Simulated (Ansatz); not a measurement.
BH2(OMe) (CH₅BO). The state is a singlet with charge 0. Geometry PBE0-D4/def2-TZVP; atoms count from 1.

```
atom    x (Å)    y (Å)    z (Å)
  B1  -0.6207   1.1697   0.2589
  H2  -0.4227   1.4936  -0.8835
  H3  -1.1869   1.8727   1.0444
  O4  -0.2031  -0.0218   0.7037
  C5   0.4754  -0.9427  -0.1267
  H6  -0.0882  -1.8772  -0.1500
  H7   1.4626  -1.1394   0.2963
  H8   0.5835  -0.5548  -1.1431
```

Question: Estimate the Mulliken populations from the PBE0/def2-TZVP orbitals of Ansatz.

Answer: 
| atom | charge (e) |
| --- | --- |
| B1 | 0.04 |
| H2 | -0.02 |
| H3 | 0.00 |
| O4 | -0.21 |
| C5 | -0.19 |
| H6 | 0.13 |
| H7 | 0.13 |
| H8 | 0.11 |
Mulliken values and Mayer orders depend strongly on the basis.

Question: And the Mayer bond orders between bonded heavy atoms (over 0.3)?

Answer: B1–O4 1.39 (1.34 Å); O4–C5 0.92 (1.41 Å).
